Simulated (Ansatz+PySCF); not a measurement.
Values are calculated unless marked as measured or tabulated.
## Several solutions for triplet CH₂

```xyz
3

C     0.0000    0.0000   -0.1059
H     0.0000    1.0040    0.3178
H     0.0000   -1.0040    0.3178
```

Basis set: def2-SVP (spherical functions). Charge 0, multiplicity 3.

CASSCF(4,4) was run from several starts with Ansatz (development build ahead of 0.2.0) and PySCF 2.14.0. The starts are those of the Hartree–Fock orbitals from which the active space was taken at the frontier.

| run | program | start | converged | energy (hartree) | <S²> |
| --- | --- | --- | --- | --- | --- |
| A | Ansatz | atomic start, no search | yes | -38.90645 | 2.00 |
| B | Ansatz | stability test followed | yes | -38.90645 | 2.00 |
| C | Ansatz | search for the lowest state | yes | -38.90645 | 2.00 |
| D | PySCF | program defaults | yes | -38.89502 | 2.00 |

Problem. Which runs reached the lowest solution of this kind, and what is wrong with the others?

Solution. A, B, C reached the lowest solution found. Converged but too high: D by 0.31 eV. Convergence only shows a stationary point; in CASSCF the end hangs on which orbitals enter the active space. Caution: other starts end on other solutions of this active space.
